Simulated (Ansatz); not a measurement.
# AlC (doublet): wave-function methods side by side at distance Al1–C2 = 4.356 Å, cc-pVDZ

The task here is to estimate one member of a computed series from the others.

Program: Ansatz 0.2.0, Gaussian basis. Level of theory: cc-pVDZ, core rule «outside noble gas», up to 6 orbitals frozen. These are calculated values, not measurements.

Plan: UHF; CCSD(T) on ROHF; CCSD(T) on UHF; BCCD(T) on ROHF; CISD; CCSDT(Q) on ROHF; CCSDT(Q) on UHF; CASSCF and MRCISD+Q, 3 electrons in 3 orbitals; CASSCF and NEVPT2, 3 electrons in 3 orbitals; CASSCF and MRCISD+Q, 7 electrons in 8 orbitals; CASSCF and NEVPT2, 7 electrons in 8 orbitals; Full CI.

29 further runs of the same task are left out: 6 for a known fault of the program, 22 that didn't finish, 1 set aside as unsound or not needed.

## The geometry

The geometry derives from a PBE0/def2-TZVP stationary point (not a proven minimum). One bond is set to the value named and the two fragments are kept rigid.

2 atoms, charge 0, spin multiplicity 2.

Atoms are counted from 1 here; the program's logs count them from 0.

No contacts short enough for the rule that draws bonds.

The first run:

in.yaml

```yaml
crystal:
  periodic: [false, false, false]
  atoms:
    - {symbol: Al, position_ang: [0.000000, 0.000000, 0.000000]}
    - {symbol: C, position_ang: [0.000000, 0.000000, 4.356000]}
basis:
  gaussian: {orbitals: cc-pVDZ}
magnetization: {spin_polarized: true, initial_magnetization: 1}
hamiltonian: {xc: hf}
output: {orbitals: {seedname: orbitals}}
```

Command:

```
> ansatz run in.yaml --threads 1 --pin off --events-out ev --progress --plain --max-ram 2393MiB
```

Steps of the session up to this table: UHF; CCSD(T) on ROHF; CCSD(T) on UHF; BCCD(T) on ROHF; CISD; CCSDT(Q) on ROHF; CCSDT(Q) on UHF; CASSCF and MRCISD+Q, 3 electrons in 3 orbitals; CASSCF and NEVPT2, 3 electrons in 3 orbitals; CASSCF and MRCISD+Q, 7 electrons in 8 orbitals; CASSCF and NEVPT2, 7 electrons in 8 orbitals; Full CI.

One of the session's tables, all rows but one given; the rest of the session is left out.

| method | from FCI (kJ/mol) |
| --- | --- |
| RMP2 | +232.5 |
| CISD | +207.7 |
| RCCSD | +15.8 |
| RCCSD(T) | -3.7 |
| BCCD(T) | +5.0 |
| RCCSDT | +2.4 |
| RCCSDT(Q) | -2.3 |
| CASSCF pair | +342.6 |
| NEVPT2 pair | +102.0 |
| MRCISD pair | +26.2 |
| MRCISD+Q pair | ? |
| FCI | 0 |

**Question.** Estimate the row for MRCISD+Q pair.

The run gave: from FCI (kJ/mol): -7.2. In the column «from FCI (kJ/mol)» it is the lowest.

Among the levels timed on like hardware and quicker than the yardstick, those that no quicker one beats, quickest first: CISD (1.6 s, +207.7 kJ/mol); NEVPT2 pair (3.9 s, +102.0 kJ/mol); MRCISD+Q pair (4.5 s, -7.2 kJ/mol); BCCD(T) (6.5 s, +5.0 kJ/mol); RCCSD(T) (7 s, -3.7 kJ/mol); RCCSDT(Q) (43 s, -2.3 kJ/mol).

Left out of the table: CASSCF valence, NEVPT2 valence, MRCISD valence, MRCISD+Q valence (the active space lost an orbital or holds another state than full CI finds).

Caveats from the session: The report flags that the cluster equations may have other roots. The yardstick is full CI for this spin, exact in this basis with these frozen cores. Left out of the table: ROHF, UHF, UMP2, UCCSD, UCCSD(T), UCCSDT, UCCSDT(Q) (another determinant or state than the rows shown). The program flags RCCSD(T), BCCD(T), RCCSDT(Q) as in doubt, so those rows may rest on another solution; read them beside their warnings. RCCSD(T), RCCSDT(Q), MRCISD+Q pair fall below full CI, which methods that aren't variational can do. With 3.0 effectively unpaired electrons against 1 the state is strongly multireference. Of the multireference levels listed MRCISD+Q pair comes nearest in total energy (-7.2 kJ/mol), which doesn't show that its space is the better one. Warnings in the runs' records: other amplitudes, other roots.
